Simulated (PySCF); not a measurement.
A geometry optimisation on `CO[C@@H](F)CO`.

Computed with PBE0-D3(BJ)/def2-SVP geometry optimisation, gas phase (PySCF 2.14.0). Start geometry: GFN2-xTB. The input is one job of a driver script: a line of settings, then coordinates in Å.

Input:
```
{"job": {"xc": "PBE0", "basis": "def2-SVP", "d3": "d3bj", "grid": 1, "kind": "geom"}, "charge": 0, "multiplicity": 1}
C      2.118714     0.194551    -0.330828
O      0.832575     0.569106     0.137750
C     -0.195038    -0.164924    -0.377093
F     -0.135592    -1.477106     0.105800
C     -1.533251     0.429418     0.070762
O     -2.617982    -0.308937    -0.411331
H      2.822387     0.863487     0.157471
H      2.345960    -0.840281    -0.062981
H      2.182828     0.311999    -1.417477
H     -0.145941    -0.276935    -1.474930
H     -1.622461     1.437522    -0.336356
H     -1.529157     0.483762     1.167259
H     -2.527432    -1.221177    -0.107022
```

Q: Estimate the output.

A: 
```
step   0  E = -368.13780527  max force = 0.013897
step   1  E = -368.13887437  max force = 0.002621
step   2  E = -368.13893256  max force = 0.000794
step   3  E = -368.13894089  max force = 0.000265
optimisation converged
```

Energies in Eh; «max force» is the largest Cartesian gradient component in Eh/bohr.

Q: How much energy does the optimisation release, in kJ/mol?

A: E(step 0) − E(last step) = 0.001136 Eh, which is 3.0 kJ/mol.

Main results: final energy -368.13894 Eh after 3 steps; dipole 1.86 D.

Q: Where do the atoms end?

A: 0.037 Å rms from the input after alignment:
```
atom  x, y, z in Å
C1     2.0742    0.3616   -0.3016
O2     0.7683    0.6167    0.1533
C3    -0.1960   -0.1721   -0.3915
F4    -0.0542   -1.4883    0.0408
C5    -1.5560    0.3014    0.0653
O6    -2.5657   -0.5344   -0.4080
H7     2.7401    1.0752    0.1998
H8     2.3926   -0.6639   -0.0546
H9     2.1528    0.5052   -1.3951
H10   -0.1281   -0.2193   -1.4974
H11   -1.7321    1.3146   -0.3248
H12   -1.5244    0.3702    1.1708
H13   -2.3453   -1.4279   -0.1189
```

Q: Estimate the wall time. Hardware: an Arm Neoverse V1 with one thread, on a shared host.

A: About 19 s.
Labels such as C1 count atoms from 1, the log's own numbers from 0.
